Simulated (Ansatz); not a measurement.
Results of LDA in Ansatz (plane waves, PAW) for 1T (CdI2-type) VSe₂ (undistorted form, which takes a superstructure on cooling).

Q: Give the computed interlayer binding energy, layer repeat distance and gap between the layers.

A: 
- interlayer binding energy = 18.6 meV/Å²
- layer repeat distance = 5.950 Å
- gap between the layers = 2.840 Å

Note: the volume lies 9 % below that of the published cell.

Computing time: about 70 core-seconds (a rough figure).

Ansatz is a quantum-chemistry and plane-wave program.
